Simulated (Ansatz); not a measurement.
Write a Python script for Ansatz 0.2.0 through its Python package that makes a short molecular-dynamics run of H₄OSi, SMILES O[SiH3]. Use (for the species named): Hartree-Fock, 6-31G basis, multiplicity 1.

Input file `h4osi.xyz`:
```text
6

O     0.60987   -0.98223    0.39855
Si   -0.05710    0.37443   -0.19755
H     0.10661   -1.62242    0.89184
H    -1.13174    0.04363   -1.13493
H     1.08415    1.00003   -0.84517
H    -0.61179    1.18655    0.88727
```

Script `run_md.py`:
```python
'''A short Born-Oppenheimer trajectory of H4OSi.'''

import ansatz as az
import numpy as np

BASIS = '6-31G'
XC = 'hf'
N_STEPS = 30
TEMPERATURE_K = 800


def main() -> None:
    system = az.Crystal.molecule_from_extxyz('h4osi.xyz')

    model = system.calculation().basis(gaussian=BASIS).functional(XC)
    symbols = [site.symbol for site in system.cartesian_sites]
    start = np.array([site.position_ang for site in system.cartesian_sites], dtype=float)
    report = model.relax(force_tolerance=0.02).run(threads=1).report
    end = np.array(report['positions_ang'])
    minimum = az.Crystal.molecule()
    for symbol, place in zip(symbols, end):
        minimum = minimum.atom(symbol, place.tolist())

    # dynamics from the relaxed geometry
    model = (
        minimum.calculation()
        .basis(gaussian=BASIS)
        .functional(XC)
        .md('nve', timestep=0.5, steps=N_STEPS, temperature=TEMPERATURE_K, initial_velocities='maxwell_boltzmann', seed=88)
    )
    frames = []
    result = model.session().plan().execute(on_event=lambda e: frames.append(e['data']) if e['event'] == 'md_step' else None)
    print('t (fs)   E_pot (eV)      E_kin (eV)   T (K)   d(0-1) (A)')
    for f in frames[::2]:
        xyz = np.array(f['positions_ang'])
        print(f'{f["time_fs"]:6.2f} {f["lagrangian_ev"]:14.5f} {f["e_kin_ev"]:10.5f} {f["temperature_k"]:8.1f} {np.linalg.norm(xyz[0] - xyz[1]):9.4f}')
    kept = np.array([f['conserved_ev'] for f in frames])
    print(f'conserved energy moves by at most {1000 * np.ptp(kept):.3f} meV')


if __name__ == '__main__':
    main()
```

```console
$ python run_md.py
t (fs)   E_pot (eV)      E_kin (eV)   T (K)   d(0-1) (A)
  0.00    -9960.56637    0.41363    800.0    1.7032
  1.00    -9960.54539    0.39285    759.8    1.6944
  2.00    -9960.49320    0.34104    659.6    1.6858
  3.00    -9960.43236    0.28051    542.5    1.6776
  4.00    -9960.38200    0.23024    445.3    1.6701
  5.00    -9960.34815    0.19629    379.6    1.6635
  6.00    -9960.32465    0.17260    333.8    1.6580
  7.00    -9960.30087    0.14871    287.6    1.6539
  8.00    -9960.26939    0.11722    226.7    1.6514
  9.00    -9960.23058    0.07856    151.9    1.6505
 10.00    -9960.19503    0.04331     83.8    1.6513
 11.00    -9960.18125    0.02978     57.6    1.6538
 12.00    -9960.20418    0.05265    101.8    1.6579
 13.00    -9960.26017    0.10825    209.4    1.6634
 14.00    -9960.32572    0.17337    335.3    1.6701
 15.00    -9960.37485    0.22236    430.1    1.6777
conserved energy moves by at most 1.291 meV
```

Caveats:
- Total energies depend on the basis set; only differences at equal settings carry meaning.
- The trajectory is only some femtoseconds long, so its temperature is not equilibrated; where the script doesn't relax first, it starts from a rough generated geometry.
- The temperature counts the internal degrees of freedom alone.
- It ran for 11 s on 1 thread of Arm Neoverse V1 (shared host), peak memory 0.16 GiB.

(Lines on the test bed's own set-up are left out of the output.)
